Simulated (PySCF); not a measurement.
# Molecular orbitals of NaO

r²SCAN at R = 2.068 Å; Na def2-SVPD, O def2-SVPD; no relativity (PySCF 2.14). State: ²Π (doublet), unpaired electrons π ↑. Only the outer orbitals are listed, counted within each symmetry.

```csv
spin,orbital,occ.,ε (eV),on Na (%),main shells (%)
α,3σ,1,-59.29,100,100 Na s
α,1π,1,-29.99,100,100 Na p
α,1π,1,-29.97,100,100 Na p
α,4σ,1,-29.85,99,99 Na p
α,5σ,1,-20.27,0,100 O s
α,2π,1,-6.44,1,99 O p
α,6σ,1,-4.70,2,98 O p
α,2π,1,-4.42,2,98 O p
α,7σ,0,-1.41,106,"92 Na s, 14 Na p"
α,3π,0,0.26,106,105 Na p
α,3π,0,0.32,105,105 Na p
β,3σ,1,-59.30,100,100 Na s
β,1π,1,-30.00,100,100 Na p
β,1π,1,-29.97,100,100 Na p
β,4σ,1,-29.85,99,99 Na p
β,5σ,1,-17.80,0,100 O s
β,6σ,1,-3.98,4,95 O p
β,2π,1,-3.72,3,97 O p
β,2π,0,-1.78,8,92 O p
β,7σ,0,-1.48,104,"90 Na s, 15 Na p"
β,3π,0,0.39,101,100 Na p
```

**Question.** Which are the highest filled and the lowest empty level, where do they sit, and how wide is the gap?

**Answer.** Highest filled β 2π at -3.72 eV (in %: 97 O p); lowest empty β 2π at -1.78 eV (in %: 92 O p); the gap at r²SCAN is 1.94 eV. Both belong to one degenerate shell, split only by its one-sided filling, so this is no excitation gap.

| Quantity | Value |
| --- | --- |
| bond order (Mayer) | 0.20 |
| ⟨S²⟩ | 0.760 |
| charge on Na (Mulliken, basis-dependent) | 0.91 |
| charge on Na (Löwdin, basis-dependent) | 0.73 |
| dipole moment (positive dipole means Na(−)O(+)) | -8.20 D |

Shares are Mulliken populations and can fall outside 0 to 100 %.

The state is the lowest determinant that a PBE0 search found; another state may lie lower at other levels.
